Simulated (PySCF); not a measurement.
Gas-phase reaction: 2 AlH3 + C4H8 (isobutene) ⇌ 2 AlH(CH3)2

Computed with PySCF and rigid-rotor harmonic-oscillator thermochemistry at 1 bar. † marks an energy on the PBE0/def2-TZVP geometry and frequencies. MP2 freezes the core. All species are closed-shell singlets. B3LYP is the form with VWN-RPA correlation. AlH3, AlH(CH3)2: computed as isolated molecules; such fragments, hydroxides, amides, oligomers or adducts are transient or little studied in the gas. MP2 isn't extrapolated to the basis-set limit.

```csv
level,"ΔH°(298 K), kJ"
B3LYP/def2-TZVP†,-222
M06-2X/def2-TZVP†,…
MP2/def2-TZVPP†,-244
PBE0/def2-QZVP†,…
PBE0/def2-SVP†,…
r2SCAN/def2-TZVP†,-253
ωB97M-V/def2-TZVP†,-241
```

Problem. What belongs in the gaps?

Solution. 
- M06-2X/def2-TZVP†, ΔH°(298 K), kJ: -263
- PBE0/def2-QZVP†, ΔH°(298 K), kJ: -252
- PBE0/def2-SVP†, ΔH°(298 K), kJ: -237
